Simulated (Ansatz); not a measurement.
## AsH3⁺, doublet in 6-31G: errors against full CI

Geometry: a point of a stretch scan, not a stationary point.

```json
{"atom": "As", "x (Å)": "-0.0017", "y (Å)": "0.0029", "z (Å)": "-0.0152"}
{"atom": "H", "x (Å)": "1.4345", "y (Å)": "0.0166", "z (Å)": "0.4069"}
{"atom": "H", "x (Å)": "-0.6010", "y (Å)": "1.0173", "z (Å)": "0.3238"}
{"atom": "H", "x (Å)": "-0.7102", "y (Å)": "-1.2484", "z (Å)": "0.4008"}
```

Basis 6-31G (Cartesian d functions); Ansatz 0.2.0. Correlated methods freeze the noble-gas cores and the filled d shells of p-block atoms, which leaves 7 electrons in 21 orbitals. R marks a restricted (for open shells ROHF) determinant, U an unrestricted one. Active spaces: valence = (7e, 7o) chosen from the atoms' valence shells; pair = (3e, 3o) about the gap. No spin–orbit coupling is included, and no scalar relativity.

Full CI is exact within this basis and frozen core; it isn't the basis-set limit. The frozen core follows each run's orbitals, which can shift R against U totals by a few meV for light atoms and by up to 0.1 eV past Ca.

```
UHF ⟨S²⟩                          : 0.756
T1 diagnostic (RCCSD)             : 0.0116
largest doubles amplitude (RCCSD) : 0.050
```

| level | E − E(RHF) (eV) |
| --- | --- |
| RMP2 | -1.3868 |
| RCCSD | -1.8989 |
| RCCSD(T) | -1.9190 |

**Question.** Estimate how far full CI in 6-31G lies from RCCSD(T). The table doesn't fix it; the size of (T) and the diagnostics are the guide.

**Answer.** Full CI in 6-31G lies 0.16 kcal/mol below RCCSD(T), which is 34 % of the (T) step (-0.46 kcal/mol). The diagnostics give no warning, yet the rest is a sizeable part of (T).

The other levels:

```csv
level,E − E(full CI) (kcal/mol),share of correlation (%),wall time
BCCD(T),0.16,99.64,0.57 s
RCCSDT,0.01,99.97,–
RCCSDT(Q),0.00,100.00,2.1 s
CASSCF (pair space),33.67,24.19,–
NEVPT2 (pair space),9.47,78.67,0.75 s
MRCISD (pair space),0.95,97.86,–
MRCISD+Q (pair space),-0.13,100.30,0.87 s
CASSCF (valence space),12.20,72.54,–
NEVPT2 (valence space),2.76,93.79,1.3 s
MRCISD (valence space),0.23,99.48,–
MRCISD+Q (valence space),0.12,99.74,1.7 s
```

The correlation energy at full CI, counted from RHF, is -1.926 eV. That run took 15 s on 1 thread of Arm Neoverse V2, shared host over 3,978,900 determinants.

Run but not shown, since their state or frozen core can't be matched to the reference's or they repeat it: UHF, UMP2, UCCSD, UCCSD(T), UCCSDT, UCCSDT(Q).

Times hold each run's SCF and search for its determinant on a shared host, so for small cases they say little of a method's own cost; they ran on 1 thread of Arm Neoverse V2.

Not variational, and here over 5 meV under the exact energy: MRCISD+Q (pair space).

The full-CI state has the irrep A' of Cs, in the program's axes.

Natural occupations of full CI about the gap: 1.983 1.969 1.961 0.998 0.033 0.027 0.017 0.003 0.003 0.003; effectively unpaired electrons, Σ n²(2−n)², 1.02.
